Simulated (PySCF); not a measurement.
# SiNH5 (SMILES [SiH3]N) at 5 levels

Aim: a comparison of 5 runs (HF/3-21G, HF/def2-SVP, PBE0/def2-SVP, MP2/pcseg-2, CCSD(T)/cc-pVDZ) of SiNH5. The job is set up through a Python script.

Program for the calculation: PySCF 2.14.0.

**1. The molecule**

SiNH5 has 7 atoms, charge 0, and is taken as a singlet. As SMILES, `[SiH3]N`. Geometry: relaxed at PBE0-D4/def2-TZVP.

Bond lengths: Si1–N2 1.720 Å, Si1–H3 1.486 Å, Si1–H4 1.486 Å, Si1–H5 1.494 Å, N2–H6 1.007 Å, N2–H7 1.007 Å. Angles: Si1–N2–H6 119.6°, Si1–N2–H7 119.6°, N2–Si1–H3 107.9°, N2–Si1–H4 107.9°, N2–Si1–H5 116.0°, H6–N2–H7 110.7°, H3–Si1–H4 110.5°, H3–Si1–H5 107.3°, H4–Si1–H5 107.3°.

**2. Energy and forces at HF/3-21G (run 1)**

Contents of calc.py:

```python
import pyscf.grad
from pyscf import gto

molecule = gto.M(
    atom=[
    ('Si', (-0.413010, -0.292700, -0.422350)),
    ('N', (0.611760, 0.348670, 0.801280)),
    ('H', (-0.018320, -1.706330, -0.653330)),
    ('H', (-1.813170, -0.217090, 0.068940)),
    ('H', (-0.367930, 0.402730, -1.743970)),
    ('H', (0.391580, 1.238230, 1.219480)),
    ('H', (1.609100, 0.226510, 0.729930)),
],
    basis='3-21g',
    charge=0,
    verbose=4,
    max_memory=1860,
    spin=0,
)

hf = molecule.RHF()
hf.conv_tol = 1e-10
hf.kernel()
if not hf.converged:
    hf = hf.newton().run(hf.mo_coeff, hf.mo_occ)

etot = hf.e_tot
print('E(%s) = %.9f' % ('HF', etot))
grad = hf.Gradients().kernel()
dip = hf.dip_moment()
pop, q = hf.mulliken_pop()
```

Launch:

```bash
$ OMP_NUM_THREADS=1 python calc.py
```

Output:

```text
PySCF version 2.14.0

[... 59 lines left out ...]
converged SCF energy = -344.447229085263
[... 14 lines left out ...]
Dipole moment(X, Y, Z, Debye):  0.94121,  1.14275, -0.02110
[... 40 lines left out ...]
charge of    6H =      0.32597
```

It took 2 s on 1 thread of Intel Xeon at 2.70GHz, shared host; peak memory 0.12 GiB.

**3. Energy and forces at HF/def2-SVP (run 2)**

Contents of input.py:

```python
from pyscf import gto

mol = gto.M(
    atom='''
Si    -0.413010    -0.292700    -0.422350
N      0.611760     0.348670     0.801280
H     -0.018320    -1.706330    -0.653330
H     -1.813170    -0.217090     0.068940
H     -0.367930     0.402730    -1.743970
H      0.391580     1.238230     1.219480
H      1.609100     0.226510     0.729930
''',
    basis='def2-svp',
    verbose=4,
    max_memory=1860,
    spin=0,
)

mf = mol.RHF()
mf.conv_tol = 1e-10
mf.kernel()
if not mf.converged:
    mf = mf.newton().run(mf.mo_coeff, mf.mo_occ)

e_final = mf.e_tot
print('Final energy', e_final)
grad = mf.nuc_grad_method().kernel()
dip = mf.dip_moment()
pop, q = mf.mulliken_pop()
```

Launch:

```bash
$ OMP_NUM_THREADS=1 python input.py
```

Output:

```text
PySCF version 2.14.0

[... 61 lines left out ...]
converged SCF energy = -346.173995596472
Final energy -346.1739955964721
[... 13 lines left out ...]
Dipole moment(X, Y, Z, Debye):  0.92797,  1.00803,  0.22452
[... 65 lines left out ...]
charge of    6H =      0.14665
```

It took 2.5 s on 1 thread of Intel Xeon at 2.70GHz, shared host; peak memory 0.13 GiB.

Runs 3 to 4 aren't shown in full; the table further down has their settings and results.

**4. A single-point energy at CCSD(T)/cc-pVDZ (run 5)**

Changes to input.py since step 3:

```diff
@@ -1,4 +1,4 @@
-from pyscf import gto
+from pyscf import gto, cc
 
-mol = gto.M(
+molecule = gto.M(
     atom='''
@@ -12,9 +12,9 @@
 ''',
-    basis='def2-svp',
+    basis='cc-pvdz',
     verbose=4,
     max_memory=1860,
-    spin=0,
+    charge=0,
 )
 
-mf = mol.RHF()
+mf = molecule.RHF()
 mf.conv_tol = 1e-10
@@ -24,5 +24,7 @@
 
-e_final = mf.e_tot
-print('Final energy', e_final)
-grad = mf.nuc_grad_method().kernel()
+mycc = cc.CCSD(mf, frozen=6)
+mycc.kernel()
+e_t = mycc.ccsd_t()
+e_final = mycc.e_tot + e_t
+print('E = %.10f Eh' % e_final)
 dip = mf.dip_moment()
```

Launch:

```bash
$ OMP_NUM_THREADS=1 python input.py
```

Output:

```text
PySCF version 2.14.0

[... 61 lines left out ...]
converged SCF energy = -346.305466295543
[... 12 lines left out ...]
Init t2, MP2 energy = -346.587468373321  E_corr(MP2) -0.282002077777979
[... 11 lines left out ...]
CCSD converged
[... 3 lines left out ...]
Dipole moment(X, Y, Z, Debye):  0.92548,  0.98216,  0.27182
[... 65 lines left out ...]
charge of    6H =      0.11882
```

It took 5.1 s on 1 thread of Intel Xeon at 2.70GHz, shared host; peak memory 0.17 GiB.

**5. Overview of the runs**

| run | level | integration grid | frozen core orbitals | energy (Eh) | dipole moment (D) of the reference | HOMO energy (eV) | LUMO energy (eV) | wall time |
| --- | --- | --- | --- | --- | --- | --- | --- | --- |
| 1 | HF/3-21G | – | – | -344.447229 | 1.48 | -10.46 | 4.72 | 2 s |
| 2 | HF/def2-SVP | – | – | -346.173996 | 1.39 | -10.84 | 4.18 | 2.5 s |
| 3 | PBE0/def2-SVP | 5 | – | -346.933063 | 1.42 | -7.19 | 1.02 | 21 s |
| 4 | MP2/pcseg-2 | – | 6 | -346.693126 | 1.29 | -10.94 | 2.54 | 71 s |
| 5 | CCSD(T)/cc-pVDZ | – | 6 | -346.629172 | 1.38 | -10.75 | 4.18 | 5.1 s |

**6. What came out**

```
                                          quantity          value
                               run 5: total energy  -346.62917 Eh
       run 5: dipole moment (Hartree–Fock density)         1.38 D
        run 5: HOMO energy (Hartree–Fock orbitals)      -10.75 eV
        run 5: LUMO energy (Hartree–Fock orbitals)        4.18 eV
      run 5: HOMO–LUMO gap (Hartree–Fock orbitals)       14.93 eV
run 5: correlation energy (6 core orbitals frozen)     -323.7 mEh
                             run 5: (T) correction      -6.79 mEh
                              run 5: T1 diagnostic          0.010
```

**Reading.** Over runs 1, 2, 3 the dipole moment (its size) runs from 1.39 D (HF/def2-SVP) to 1.48 D (HF/3-21G). Over runs 1, 2, 3 the HOMO–LUMO gap runs from 8.21 eV (PBE0/def2-SVP) to 15.18 eV (HF/3-21G). The two ends differ in method and basis. All runs together took 1.7 min, the longest 71 s.
